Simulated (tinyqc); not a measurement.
Extended Hueckel theory, for NH3, step by step. Computed by tinyqc, a small Python program that keeps every step (integrals from PySCF). Settings: charge = 0, K = 1.5, multiplicity = 1. Command: `OMP_NUM_THREADS=1 python tinyqc.py 22467 22468 out.jsonl` (the two numbers bound the seeds that draw the settings). One thread of a shared host (Intel(R) Xeon(R) Processor @ 2.60GHz), about 0.01 s of CPU time with the checks.

## Overlaps

Geometry (angstrom):
```
atom          x          y         z
N      0.000000   0.000000  0.187000
H      1.024000   0.000000  0.000000
H     -0.512000   0.887000  0.000000
H     -0.512000  -0.887000  0.000000
```

Parameters chosen for this run:
```
element  shell  Slater exponent   H_ii (eV)
N           2s         1.950000  -26.000000
N           2p         1.950000  -13.400000
H           1s         1.300000  -13.600000
```

Slater orbitals, each expanded in six Gaussians scaled to its exponent.

overlap S:
```
           1N 2s     1N 2px     1N 2py     1N 2pz      2H 1s      3H 1s      4H 1s
1N 2s   1.000000   0.000000   0.000000   0.000000   0.464723   0.464623   0.464623
1N 2px  0.000000   1.000000   0.000000   0.000000   0.425627  -0.212750  -0.212750
1N 2py  0.000000   0.000000   1.000000   0.000000   0.000000   0.368573  -0.368573
1N 2pz  0.000000   0.000000   0.000000   1.000000  -0.077727  -0.077704  -0.077704
2H 1s   0.464723   0.425627   0.000000  -0.077727   1.000000   0.149720   0.149720
3H 1s   0.464623  -0.212750   0.368573  -0.077704   0.149720   1.000000   0.149650
4H 1s   0.464623  -0.212750  -0.368573  -0.077704   0.149720   0.149650   1.000000
```

## Wolfsberg-Helmholz matrix

diagonal H_ii (eV): 1N 2s -26.000000, 1N 2px -13.400000, 1N 2py -13.400000, 1N 2pz -13.400000, 2H 1s -13.600000, 3H 1s -13.600000, 4H 1s -13.600000

K = 1.500000

H_ij = K' S_ij (H_ii + H_jj)/2 for i != j (the diagonal keeps H_ii), with K' = 1.5.

H (eV):
```
             1N 2s      1N 2px      1N 2py      1N 2pz       2H 1s       3H 1s       4H 1s
1N 2s   -26.000000    0.000000    0.000000    0.000000  -13.802268  -13.799309  -13.799309
1N 2px    0.000000  -13.400000    0.000000    0.000000   -8.618937    4.308186    4.308186
1N 2py    0.000000    0.000000  -13.400000    0.000000    0.000000   -7.463596    7.463596
1N 2pz    0.000000    0.000000    0.000000  -13.400000    1.573966    1.573498    1.573498
2H 1s   -13.802268   -8.618937    0.000000    1.573966  -13.600000   -3.054291   -3.054291
3H 1s   -13.799309    4.308186   -7.463596    1.573498   -3.054291  -13.600000   -3.052867
4H 1s   -13.799309    4.308186    7.463596    1.573498   -3.054291   -3.052867  -13.600000
```

## Orbitals

valence electrons = 8

Solve H C = S C e through S^(-1/2); fill by pairs from the bottom, a degenerate level sharing its electrons equally; each orbital has its largest coefficient positive (the first on a tie).

orbital energies (eV): -26.463806  -15.585134  -15.584970  -13.472902  -3.317754  -3.315845  4.351791

occupations: 2.000000  2.000000  2.000000  2.000000  0.000000  0.000000  0.000000

coefficients:
```
              MO1        MO2        MO3        MO4        MO5        MO6        MO7
1N 2s    0.867950   0.000000  -0.000028   0.082254   0.000000  -0.000469   1.123495
1N 2px  -0.000010   0.000000   0.617415   0.000013   0.000000   1.043251   0.000680
1N 2py   0.000000   0.617378   0.000000   0.000000   1.043247   0.000000   0.000000
1N 2pz   0.009895   0.000000  -0.000014   0.987230   0.000000   0.000103  -0.232109
2H 1s    0.089253   0.000000   0.452975  -0.045543   0.000000  -0.972810  -0.719020
3H 1s    0.089229   0.392317  -0.226514  -0.045557  -0.842707   0.486943  -0.718080
4H 1s    0.089229  -0.392317  -0.226514  -0.045557   0.842707   0.486943  -0.718080
```

sum of one-electron energies = -142.213625 eV

Within a degenerate level the vectors are fixed only up to a rotation; this is one choice.

## Mulliken analysis

P = C n C^T; charge = valence electrons (N 5, H 1) minus the sum of (P S)_ii on the atom; overlap population = 2 sum P_ij S_ij between two atoms.

charges: 1N -0.934579, 2H 0.311551, 3H 0.311514, 4H 0.311514

Overlap populations:
```
pair      value
2-1    0.626864
3-1    0.626785
3-2   -0.055436
4-1    0.626785
4-2   -0.055436
4-3   -0.055411
```
